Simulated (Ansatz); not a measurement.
Z-matrix (Å, degrees):
```
Si
N 1 1.731
H 1 1.488 2 111.1
H 1 1.483 2 106.9 3 -119.8
H 1 1.488 2 112.0 3 120.2
Si 2 1.730 1 128.1 3 127.0
H 2 1.011 1 116.2 3 -62.8
H 6 1.494 2 108.7 1 -150.4
H 6 1.491 2 107.7 1 -30.5
```

The species carries charge 0 and has multiplicity 2.

Q: List the ωB97M-V/def2-TZVPP orbital energies in eV (the Gaussian-basis code of Ansatz). (An estimate is asked.)

A: Computed: α occupied: -1807.23, -1807.18, -394.47, -148.27, -148.19, -102.40, -102.39, -102.37, -102.36, -102.29, -102.27, -26.67, -18.19, -17.62, -14.97, -13.27, -12.76, -12.16, -11.78, -10.83, -7.31. α empty: 1.47, 2.75, 2.97, 3.02, 3.38, 3.67, 3.86, 4.38. β occupied: -1807.23, -1807.09, -394.39, -148.27, -148.10, -102.39, -102.37, -102.36, -102.22, -102.20, -102.14, -26.50, -18.09, -17.30, -14.78, -13.03, -12.60, -12.06, -11.58, -10.37. β empty: -0.32, 1.57, 2.91, 3.01, 3.05, 3.44, 3.71, 3.99. ⟨S²⟩ = 0.752.
